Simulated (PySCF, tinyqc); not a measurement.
Inside a calculation. Method: MP2 on RHF in the sto-3g basis, for CH2, spin multiplicity 1. The lowest restricted solution is unstable here: a spin-polarised one lies 0.0297 hartree lower (PySCF). One step of it, computed by the program tinyqc.

Problem. Second-order Moller-Plesset energy. E2 = sum_ijab (ia|jb) [2 (ia|jb) - (ib|ja)] / (e_i + e_j - e_a - e_b) over occupied i, j and virtual a, b; the opposite-spin part is (ia|jb)^2 / denominator, the rest is same-spin, and SCS-MP2 scales them by 6/5 and 1/3.

orbital energies (hartree): MO1 -11.005969, MO2 -0.779774, MO3 -0.479140, MO4 -0.289809, MO5 0.234149, MO6 0.518381, MO7 0.615436

Two-electron integrals over orbitals (pq|rs), unique and non-zero (hartree):
```
(11|11) 3.508267    (21|11) -0.295601   (21|21) 0.039649    (22|11) 0.714654
(22|21) -0.007951   (22|22) 0.534639    (31|11) 0.006979    (31|21) -0.000772
(31|22) 0.000804    (31|31) 0.007075    (32|11) -0.001813   (32|21) 0.000422
(32|22) 0.006317    (32|31) 0.012082    (32|32) 0.135939    (33|11) 0.578294
(33|21) -0.002451   (33|22) 0.494302    (33|31) -0.000352   (33|32) -0.003643
(33|33) 0.502660    (41|11) 0.164686    (41|21) -0.019356   (41|22) 0.013721
(41|31) 0.000578    (41|32) -0.000019   (41|33) 0.005866    (41|41) 0.025872
(42|11) -0.100839   (42|21) 0.007383    (42|22) 0.015180    (42|31) -0.000097
(42|32) 0.000550    (42|33) 0.021173    (42|41) 0.012720    (42|42) 0.081872
(43|11) 0.006108    (43|21) -0.000298   (43|22) 0.002057    (43|31) -0.002274
(43|32) 0.029975    (43|33) -0.000995   (43|41) -0.000363   (43|42) -0.002465
(43|43) 0.037319    (44|11) 0.786505    (44|21) -0.012334   (44|22) 0.495866
(44|31) 0.000111    (44|32) -0.001694   (44|33) 0.450392    (44|41) -0.010910
(44|42) -0.088658   (44|43) 0.004058    (44|44) 0.637236    (51|51) 0.021663
(52|51) 0.023862    (52|52) 0.092317    (53|51) -0.000570   (53|52) -0.001669
(53|53) 0.018468    (54|51) -0.013054   (54|52) -0.040345   (54|53) 0.001194
(54|54) 0.049724    (55|11) 0.852000    (55|21) -0.009366   (55|22) 0.542582
(55|31) 0.000206    (55|32) -0.000750   (55|33) 0.466172    (55|41) 0.004785
(55|42) -0.054049   (55|43) 0.003449    (55|44) 0.570446    (55|55) 0.672833
(61|11) 0.203279    (61|21) -0.029466   (61|22) -0.000243   (61|31) 0.001998
(61|32) 0.002095    (61|33) -0.001168   (61|41) 0.003832    (61|42) -0.015208
(61|43) 0.000010    (61|44) 0.018742    (61|55) 0.005593    (61|61) 0.029071
(62|11) -0.235557   (62|21) 0.005206    (62|22) -0.085114   (62|31) 0.000954
(62|32) 0.003724    (62|33) -0.025971   (62|41) -0.014648   (62|42) -0.000174
(62|43) -0.004188   (62|44) -0.066005   (62|55) -0.122544   (62|61) 0.004086
(62|62) 0.094339    (63|11) 0.036129    (63|21) -0.000785   (63|22) 0.013488
(63|31) -0.001419   (63|32) 0.065978    (63|33) 0.002162    (63|41) 0.000273
(63|42) -0.007352   (63|43) 0.035895    (63|44) 0.015147    (63|55) 0.019391
(63|61) 0.000369    (63|62) -0.014494   (63|63) 0.086814    (64|11) -0.127238
(64|21) 0.000698    (64|22) -0.040444   (64|31) -0.001000   (64|32) -0.008890
(64|33) -0.002988   (64|41) -0.002078   (64|42) 0.018923    (64|43) -0.001762
(64|44) -0.071618   (64|55) -0.064357   (64|61) 0.000544    (64|62) 0.051481
(64|63) -0.013872   (64|64) 0.044603    (65|51) -0.015004   (65|52) -0.052175
(65|53) 0.003398    (65|54) 0.009858    (65|65) 0.039635    (66|11) 0.669248
(66|21) -0.005769   (66|22) 0.515609    (66|31) -0.001611   (66|32) -0.024892
(66|33) 0.495397    (66|41) 0.020030    (66|42) 0.051930    (66|43) -0.011369
(66|44) 0.448477    (66|55) 0.489839    (66|61) -0.007468   (66|62) -0.061424
(66|63) -0.015475   (66|64) -0.018400   (66|66) 0.557529    (71|11) -0.027495
(71|21) 0.004210    (71|22) 0.000791    (71|31) 0.011761    (71|32) 0.018756
(71|33) -0.000610   (71|41) -0.000688   (71|42) 0.001755    (71|43) -0.004053
(71|44) -0.002363   (71|55) -0.000726   (71|61) -0.001403   (71|62) 0.001435
(71|63) -0.002063   (71|64) -0.001697   (71|66) -0.002191   (71|71) 0.020452
(72|11) 0.035071    (72|21) -0.000653   (72|22) 0.011732    (72|31) 0.009280
(72|32) 0.006710    (72|33) 0.002790    (72|41) 0.001750    (72|42) -0.002116
(72|43) -0.032531   (72|44) 0.011252    (72|55) 0.017875    (72|61) 0.001496
(72|62) -0.006966   (72|63) -0.042810   (72|64) -0.008072   (72|66) 0.012583
(72|71) 0.014583    (72|72) 0.057043    (73|11) 0.252068    (73|21) -0.005582
(73|22) 0.064810    (73|31) 2.60e-06    (73|32) -0.010035   (73|33) 0.025576
(73|41) -0.000390   (73|42) -0.060775   (73|43) -0.000858   (73|44) 0.116892
(73|55) 0.130537    (73|61) 0.005868    (73|62) -0.072107   (73|63) 0.006473
(73|64) -0.052068   (73|66) 0.010971    (73|71) -0.000935   (73|72) 0.015704
(73|73) 0.119784    (74|11) 0.012426    (74|21) -0.000168   (74|22) 0.000877
(74|31) -0.008101   (74|32) -0.071532   (74|33) 0.002997    (74|41) 0.000376
(74|42) -0.000856   (74|43) 0.001462    (74|44) 0.007094    (74|55) 0.005911
(74|61) -0.001842   (74|62) -0.007819   (74|63) -0.042405   (74|64) 0.003556
(74|66) 0.015141    (74|71) -0.013315   (74|72) -0.008440   (74|73) 0.011108
(74|74) 0.062927    (75|51) 0.002035    (75|52) 0.007313    (75|53) 0.018127
(75|54) -0.001649   (75|65) -0.002312   (75|75) 0.023002    (76|11) 0.005157
(76|21) -0.000441   (76|22) -0.006567   (76|31) -0.007616   (76|32) -0.103313
(76|33) 0.003935    (76|41) -0.002058   (76|42) -0.008226   (76|43) -0.041655
(76|44) 0.007878    (76|55) 0.002176    (76|61) 0.000129    (76|62) 0.003098
(76|63) -0.073173   (76|64) 0.007580    (76|66) 0.019007    (76|71) -0.012196
(76|72) 0.020785    (76|73) 0.015943    (76|74) 0.051186    (76|76) 0.105158
(77|11) 0.732064    (77|21) -0.008591   (77|22) 0.509902    (77|31) 0.002223
(77|32) 0.027181    (77|33) 0.502972    (77|41) 0.004160    (77|42) -0.014023
(77|43) 0.011660    (77|44) 0.511034    (77|55) 0.518848    (77|61) 0.006173
(77|62) -0.044955   (77|63) 0.028522    (77|64) -0.021505   (77|66) 0.496464
(77|71) 0.002429    (77|72) 0.001621    (77|73) 0.063678    (77|74) -0.011781
(77|76) -0.022132   (77|77) 0.551914
```

Hartree-Fock energy = -38.34472916 hartree

Give: Terms; Pair energies; MP2 correlation energy; SCS-MP2 correlation energy; MP2 total energy.

Solution.

Terms (the 40 largest of 80):

| i | j | a | b | (ia\|jb) | (ib\|ja) | denominator | term |
|---|---|---|---|---|---|---|---|
| 3 | 3 | 7 | 7 | 0.120 | 0.120 | -2.189 | -0.007 |
| 2 | 2 | 5 | 5 | 0.092 | 0.092 | -2.028 | -4.20e-03 |
| 3 | 3 | 6 | 6 | 0.087 | 0.087 | -1.995 | -3.78e-03 |
| 2 | 2 | 6 | 6 | 0.094 | 0.094 | -2.596 | -3.43e-03 |
| 2 | 3 | 6 | 7 | -0.072 | -0.043 | -2.393 | -3.06e-03 |
| 3 | 2 | 7 | 6 | -0.072 | -0.043 | -2.393 | -3.06e-03 |
| 4 | 4 | 5 | 5 | 0.050 | 0.050 | -1.048 | -2.36e-03 |
| 4 | 4 | 7 | 7 | 0.063 | 0.063 | -1.810 | -2.19e-03 |
| 3 | 4 | 7 | 6 | -0.052 | -0.042 | -1.903 | -1.69e-03 |
| 4 | 3 | 6 | 7 | -0.052 | -0.042 | -1.903 | -1.69e-03 |
| 4 | 2 | 6 | 6 | 0.051 | 0.051 | -2.106 | -1.26e-03 |
| 2 | 4 | 6 | 6 | 0.051 | 0.051 | -2.106 | -1.26e-03 |
| 4 | 4 | 6 | 6 | 0.045 | 0.045 | -1.616 | -1.23e-03 |
| 2 | 2 | 7 | 7 | 0.057 | 0.057 | -2.790 | -1.17e-03 |
| 2 | 4 | 5 | 5 | -0.040 | -0.040 | -1.538 | -1.06e-03 |
| 4 | 2 | 5 | 5 | -0.040 | -0.040 | -1.538 | -1.06e-03 |
| 4 | 3 | 7 | 6 | -0.042 | -0.052 | -1.903 | -7.30e-04 |
| 3 | 4 | 6 | 7 | -0.042 | -0.052 | -1.903 | -7.30e-04 |
| 3 | 2 | 6 | 7 | -0.043 | -0.072 | -2.393 | -2.42e-04 |
| 2 | 3 | 7 | 6 | -0.043 | -0.072 | -2.393 | -2.42e-04 |
| 3 | 3 | 5 | 5 | 0.018 | 0.018 | -1.427 | -2.39e-04 |
| 4 | 3 | 6 | 6 | -0.014 | -0.014 | -1.806 | -1.07e-04 |
| 3 | 4 | 6 | 6 | -0.014 | -0.014 | -1.806 | -1.07e-04 |
| 2 | 3 | 7 | 7 | 0.016 | 0.016 | -2.490 | -9.91e-05 |
| 3 | 2 | 7 | 7 | 0.016 | 0.016 | -2.490 | -9.91e-05 |
| 3 | 2 | 6 | 6 | -0.014 | -0.014 | -2.296 | -9.15e-05 |
| 2 | 3 | 6 | 6 | -0.014 | -0.014 | -2.296 | -9.15e-05 |
| 3 | 4 | 7 | 7 | 0.011 | 0.011 | -2.000 | -6.17e-05 |
| 4 | 3 | 7 | 7 | 0.011 | 0.011 | -2.000 | -6.17e-05 |
| 1 | 2 | 5 | 5 | 0.024 | 0.024 | -12.254 | -4.65e-05 |
| 2 | 1 | 5 | 5 | 0.024 | 0.024 | -12.254 | -4.65e-05 |
| 1 | 1 | 6 | 6 | 0.029 | 0.029 | -23.049 | -3.67e-05 |
| 2 | 4 | 7 | 7 | -0.008 | -0.008 | -2.300 | -3.10e-05 |
| 4 | 2 | 7 | 7 | -0.008 | -0.008 | -2.300 | -3.10e-05 |
| 4 | 2 | 6 | 7 | -0.008 | -0.008 | -2.203 | -3.05e-05 |
| 2 | 4 | 7 | 6 | -0.008 | -0.008 | -2.203 | -3.05e-05 |
| 2 | 4 | 6 | 7 | -0.008 | -0.008 | -2.203 | -2.69e-05 |
| 4 | 2 | 7 | 6 | -0.008 | -0.008 | -2.203 | -2.69e-05 |
| 1 | 1 | 5 | 5 | 0.022 | 0.022 | -22.480 | -2.09e-05 |
| 3 | 3 | 7 | 6 | 0.006 | 0.006 | -2.092 | -2.00e-05 |

Pair energies (hartree; pair i-j sums ij and ji):

| pair | opposite spin | same spin |
|---|---|---|
| 1-1 | -7.57e-05 | 0 |
| 2-1 | -1.29e-04 | -5.75e-10 |
| 2-2 | -0.009 | 0 |
| 3-1 | -6.35e-06 | -9.97e-06 |
| 3-2 | -0.006 | -7.17e-04 |
| 3-3 | -0.011 | 0 |
| 4-1 | -5.83e-05 | -3.36e-09 |
| 4-2 | -4.81e-03 | -5.81e-08 |
| 4-3 | -0.005 | -9.82e-05 |
| 4-4 | -0.006 | 0 |

MP2 correlation energy = -0.04248 hartree

SCS-MP2 correlation energy = -0.05026 hartree

MP2 total energy = -38.38721 hartree
